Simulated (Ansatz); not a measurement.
System: zinc-blende MgTe (metastable phase). Method: rVV10 (plane waves, PAW; Ansatz, a program for electronic structure).

The input as run:

Ansatz 0.2 input:
```yaml
crystal:
  lattice:
    - [0.0, 3.2504193839, 3.2504193839]
    - [3.2504193839, 0.0, 3.2504193839]
    - [3.2504193839, 3.2504193839, 0.0]
  atoms:
    - { symbol: Mg, position: [0.0, 0.0, 0.0] }
    - { symbol: Te, position: [0.25, 0.25, 0.25] }
basis:
  ecutwfc: 520
  ecutrho_ratio: 4
  xc_grid: 2
kpoints:
  mp_grid: { grid: [10, 10, 10] }
  band_path:
    path:
      - [0.0, 0.0, 0.0]
      - [-0.055556, -0.055556, 0.0]
      - [-0.111111, -0.111111, 0.0]
      - [-0.166667, -0.166667, 0.0]
      - [-0.222222, -0.222222, 0.0]
      - [-0.277778, -0.277778, 0.0]
      - [-0.333333, -0.333333, 0.0]
      - [-0.388889, -0.388889, 0.0]
      - [-0.444444, -0.444444, 0.0]
      - [-0.5, -0.5, 0.0]
      - [-0.4375, -0.4375, 0.125]
      - [-0.375, -0.375, 0.25]
      - [-0.375, 0.0, 0.375]
      - [-0.3375, 0.0, 0.3375]
      - [-0.3, 0.0, 0.3]
      - [-0.2625, 0.0, 0.2625]
      - [-0.225, 0.0, 0.225]
      - [-0.1875, 0.0, 0.1875]
      - [-0.15, 0.0, 0.15]
      - [-0.1125, 0.0, 0.1125]
      - [-0.075, 0.0, 0.075]
      - [-0.0375, 0.0, 0.0375]
      - [0.0, 0.0, 0.0625]
      - [0.0, 0.0, 0.125]
      - [0.0, 0.0, 0.1875]
      - [0.0, 0.0, 0.25]
      - [0.0, 0.0, 0.3125]
      - [0.0, 0.0, 0.375]
      - [0.0, 0.0, 0.4375]
      - [0.0, 0.0, 0.5]
      - [-0.083333, -0.041667, 0.458333]
      - [-0.166667, -0.083333, 0.416667]
      - [-0.25, -0.125, 0.375]
      - [-0.333333, -0.166667, 0.333333]
      - [-0.416667, -0.208333, 0.291667]
      - [-0.5, -0.25, 0.25]
      - [-0.5, -0.3125, 0.1875]
      - [-0.5, -0.375, 0.125]
      - [-0.5, -0.4375, 0.0625]
    npoints: 1
hamiltonian:
  xc: { exchange: rpw86, correlation: pbe }
  dispersion: rvv10
  pseudopotentials: { kind: paw }
scf:
  occupations: { method: fermi_dirac, width: 0.01 }
  convergence: { dr2_threshold: 0.0000000002 }
output:
  forces: true
  stress: true
  eigenvalues: true
  write_bands: true
```

Output (set-up and result lines):

```
Crystal: 2 atoms, lattice volume = 68.683 Å³
Basis set: ecut = 520 eV, 1837 PW (Γ), exchange–correlation on 72×72×72 points (8 copies of the dense FFT grid, shifted against one another)
Bands: 17, of which v1, the nominal top of the filled ones, is band 13 counted from 1 (12 counted from 0)
Symmetry: 24 space group operations
Space group: F-43m (ITA 216), of the structure as read, at distance tolerance 4.1e-5 Å
k-points: 47 of 1000 (time reversal used)
Functional: x = rpw86, c = pbe(β = 0.06672455060314922) + rvv10(b = 6.3, C = 0.0093)
SCF iter   1: F=—  HF=-8960.799159 eV  |F-HF|=—  |Δ(HF+E_count)|=         —  Δρ=2.97e-3  dr2=1.28e-2
SCF iter   2: F=—  HF=-8960.792635 eV  |F-HF|=—  |Δ(HF+E_count)|=   6.52e-3  Δρ=1.07e-3  dr2=4.22e-4
  ...
SCF iter   6: F=—  HF=-8960.792709 eV  |F-HF|=—  |Δ(HF+E_count)|=   1.38e-8  Δρ=1.08e-6  dr2=3.12e-10
SCF iter   7: F=-8960.792709 eV  HF=-8960.792709 eV  |F-HF|=1.64e-11  |Δ(HF+E_count)|=  8.46e-10  Δρ=2.48e-7  dr2=1.97e-11
SCF 1 converged in 7 iterations: F = -8960.792709 eV  dr2 = 1.97e-11
SCF converged after 7 iterations
Free energy (F): -8960.792709 eV
Internal energy: -8960.792709 eV  (E = F + TS)
E sigma→0 (E₀):  -8960.792709 eV
Fermi energy:    5.261856 eV
--- Stress (GPa, compression-positive) ---
        0.000015       0.000000      -0.000000
       -0.000000       0.000015       0.000000
       -0.000000       0.000000       0.000015
  P = ⅓ Tr σ = 0.0000 GPa (0.000 kbar)
```

The PAW data were made under PBE.

It cost about 5 core-seconds (a rough figure) of CPU time.
